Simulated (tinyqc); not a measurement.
RHF in the sto-3g basis, for H2O, spin multiplicity 1, step by step. One step of it, computed by the program tinyqc.

Task: Iteration 2: building the Fock matrix. J_ij = sum D_kl (ij|kl), K_ij = sum D_kl (ik|jl); F = H + J - 0.5 K; E = tr D H + tr D J / 2 - 0.25 tr D K + E_nn.

D after iteration 1, lower triangle:
```
            1O 1s      1O 2s    1O 2px     1O 2py     1O 2pz     2H 1s     3H 1s
1O 1s    2.125417
1O 2s   -0.543095   2.348944
1O 2px   0.000000   0.000000  2.000000
1O 2py   0.000000   0.000000  0.000000   2.145209
1O 2pz  -0.021386   0.116995  0.000000   0.000000   2.059373
2H 1s    0.029994  -0.127049  0.000000  -0.131881  -0.062354  0.016508
3H 1s    0.029994  -0.127049  0.000000   0.131881  -0.062354  0.000293  0.016508
```

core Hamiltonian H = T + V (hartree), lower triangle:
```
             1O 1s      1O 2s     1O 2px     1O 2py     1O 2pz      2H 1s      3H 1s
1O 1s   -32.718423
1O 2s    -7.612215  -9.332550
1O 2px    0.000000   0.000000  -7.455802
1O 2py    0.000000   0.000000   0.000000  -7.598625
1O 2pz   -0.020167  -0.237400   0.000000   0.000000  -7.561698
2H 1s    -1.740551  -3.733358   0.000000  -1.940596  -1.752930  -5.082341
3H 1s    -1.740551  -3.733358   0.000000   1.940596  -1.752930  -1.729826  -5.082341
```

Two-electron integrals (ij|kl) in chemists' order, unique and non-zero (hartree):
```
(11|11) 4.785065    (21|11) 0.741380    (21|21) 0.136873    (22|11) 1.118947
(22|21) 0.256633    (22|22) 0.817206    (31|31) 0.024477    (32|31) 0.037809
(32|32) 0.180518    (33|11) 1.115814    (33|21) 0.256684    (33|22) 0.817023
(33|33) 0.880159    (41|41) 0.024477    (42|41) 0.037809    (42|42) 0.180518
(43|43) 0.047444    (44|11) 1.115814    (44|21) 0.256684    (44|22) 0.817023
(44|33) 0.785270    (44|44) 0.880159    (51|51) 0.024477    (52|51) 0.037809
(52|52) 0.180518    (53|53) 0.047444    (54|54) 0.047444    (55|11) 1.115814
(55|21) 0.256684    (55|22) 0.817023    (55|33) 0.785270    (55|44) 0.785270
(55|55) 0.880159    (61|11) 0.170899    (61|21) 0.031271    (61|22) 0.058210
(61|33) 0.058099    (61|41) 0.001090    (61|42) 0.002035    (61|44) 0.058294
(61|51) 0.000939    (61|52) 0.001752    (61|54) 0.000167    (61|55) 0.058243
(61|61) 0.007237    (62|11) 0.402133    (62|21) 0.093326    (62|22) 0.327438
(62|33) 0.321993    (62|41) 0.005289    (62|42) 0.039846    (62|44) 0.331197
(62|51) 0.004554    (62|52) 0.034310    (62|54) 0.007925    (62|55) 0.328817
(62|61) 0.021712    (62|62) 0.160365    (63|31) 0.009929    (63|32) 0.057200
(63|43) 0.008349    (63|53) 0.007189    (63|63) 0.023271    (64|11) 0.214985
(64|21) 0.050555    (64|22) 0.189447    (64|33) 0.180787    (64|41) 0.012449
(64|42) 0.079135    (64|44) 0.202694    (64|51) 0.002170    (64|52) 0.018888
(64|54) 0.011675    (64|55) 0.184650    (64|61) 0.012299    (64|62) 0.112699
(64|64) 0.101590    (65|11) 0.185118    (65|21) 0.043531    (65|22) 0.163127
(65|33) 0.155671    (65|41) 0.002170    (65|42) 0.018888    (65|44) 0.160157
(65|51) 0.011798    (65|52) 0.073464    (65|54) 0.012211    (65|55) 0.173375
(65|61) 0.010590    (65|62) 0.097042    (65|64) 0.067438    (65|65) 0.081340
(66|11) 0.530958    (66|21) 0.125228    (66|22) 0.502495    (66|33) 0.482031
(66|41) 0.009468    (66|42) 0.097239    (66|44) 0.516932    (66|51) 0.008153
(66|52) 0.083730    (66|54) 0.030052    (66|55) 0.507908    (66|61) 0.029418
(66|62) 0.305181    (66|64) 0.245009    (66|65) 0.210970    (66|66) 0.774606
(71|11) 0.170899    (71|21) 0.031271    (71|22) 0.058210    (71|33) 0.058099
(71|41) -0.001090   (71|42) -0.002035   (71|44) 0.058294    (71|51) 0.000939
(71|52) 0.001752    (71|54) -0.000167   (71|55) 0.058243    (71|61) 0.007134
(71|62) 0.021084    (71|64) 0.010876    (71|65) 0.010290    (71|66) 0.028244
(71|71) 0.007237    (72|11) 0.402133    (72|21) 0.093326    (72|22) 0.327438
(72|33) 0.321993    (72|41) -0.005289   (72|42) -0.039846   (72|44) 0.331197
(72|51) 0.004554    (72|52) 0.034310    (72|54) -0.007925   (72|55) 0.328817
(72|61) 0.021084    (72|62) 0.132893    (72|64) 0.063905    (72|65) 0.078344
(72|66) 0.211091    (72|71) 0.021712    (72|72) 0.160365    (73|31) 0.009929
(73|32) 0.057200    (73|43) -0.008349   (73|53) 0.007189    (73|63) 0.018742
(73|73) 0.023271    (74|11) -0.214985   (74|21) -0.050555   (74|22) -0.189447
(74|33) -0.180787   (74|41) 0.012449    (74|42) 0.079135    (74|44) -0.202694
(74|51) -0.002170   (74|52) -0.018888   (74|54) 0.011675    (74|55) -0.184650
(74|61) -0.010876   (74|62) -0.063905   (74|64) -0.012371   (74|65) -0.036776
(74|66) -0.088469   (74|71) -0.012299   (74|72) -0.112699   (74|74) 0.101590
(75|11) 0.185118    (75|21) 0.043531    (75|22) 0.163127    (75|33) 0.155671
(75|41) -0.002170   (75|42) -0.018888   (75|44) 0.160157    (75|51) 0.011798
(75|52) 0.073464    (75|54) -0.012211   (75|55) 0.173375    (75|61) 0.010290
(75|62) 0.078344    (75|64) 0.036776    (75|65) 0.064226    (75|66) 0.136863
(75|71) 0.010590    (75|72) 0.097042    (75|74) -0.067438   (75|75) 0.081340
(76|11) 0.172022    (76|21) 0.040301    (76|22) 0.153558    (76|33) 0.149825
(76|44) 0.152568    (76|51) 0.003082    (76|52) 0.027595    (76|55) 0.158115
(76|61) 0.009297    (76|62) 0.075369    (76|64) 0.045491    (76|65) 0.051267
(76|66) 0.148945    (76|71) 0.009297    (76|72) 0.075369    (76|74) -0.045491
(76|75) 0.051267    (76|76) 0.043100    (77|11) 0.530958    (77|21) 0.125228
(77|22) 0.502495    (77|33) 0.482031    (77|41) -0.009468   (77|42) -0.097239
(77|44) 0.516932    (77|51) 0.008153    (77|52) 0.083730    (77|54) -0.030052
(77|55) 0.507908    (77|61) 0.028244    (77|62) 0.211091    (77|64) 0.088469
(77|65) 0.136863    (77|66) 0.355550    (77|71) 0.029418    (77|72) 0.305181
(77|74) -0.245009   (77|75) 0.210970    (77|76) 0.148945    (77|77) 0.774606
```

nuclear repulsion = 9.18928958 hartree

Give: Coulomb J; exchange K; Fock matrix F; total energy of this density.

Result:

Coulomb J (hartree), lower triangle:
```
          1O 1s    1O 2s  1O 2px   1O 2py  1O 2pz   2H 1s   3H 1s
1O 1s   18.5907
1O 2s    3.5455   8.8050
1O 2px   0.0000   0.0000  8.7991
1O 2py   0.0000   0.0000  0.0000   8.7967
1O 2pz   0.0018  -0.0021  0.0000   0.0000  8.7957
2H 1s    0.8098   3.4301  0.0000   1.9470  1.6748  5.0707
3H 1s    0.8098   3.4301  0.0000  -1.9470  1.6748  1.5724  5.0707
```

exchange K (hartree), lower triangle:
```
         1O 1s   1O 2s  1O 2px   1O 2py  1O 2pz   2H 1s   3H 1s
1O 1s   9.8424
1O 2s   1.7166  2.8724
1O 2px  0.0000  0.0000  2.3615
1O 2py  0.0000  0.0000  0.0000   2.3705
1O 2pz  0.0007  0.0091  0.0000   0.0000  2.3613
2H 1s   0.4118  1.0657  0.0000   0.4899  0.4315  0.6566
3H 1s   0.4118  1.0657  0.0000  -0.4899  0.4315  0.3879  0.6566
```

Fock matrix F (hartree), lower triangle:
```
           1O 1s    1O 2s  1O 2px   1O 2py   1O 2pz    2H 1s    3H 1s
1O 1s   -19.0490
1O 2s    -4.9251  -1.9638
1O 2px    0.0000   0.0000  0.1625
1O 2py    0.0000   0.0000  0.0000   0.0128
1O 2pz   -0.0187  -0.2441  0.0000   0.0000   0.0533
2H 1s    -1.1367  -0.8361  0.0000  -0.2385  -0.2939  -0.3399
3H 1s    -1.1367  -0.8361  0.0000   0.2385  -0.2939  -0.3514  -0.3399
```

total energy of this density = -73.770797 hartree
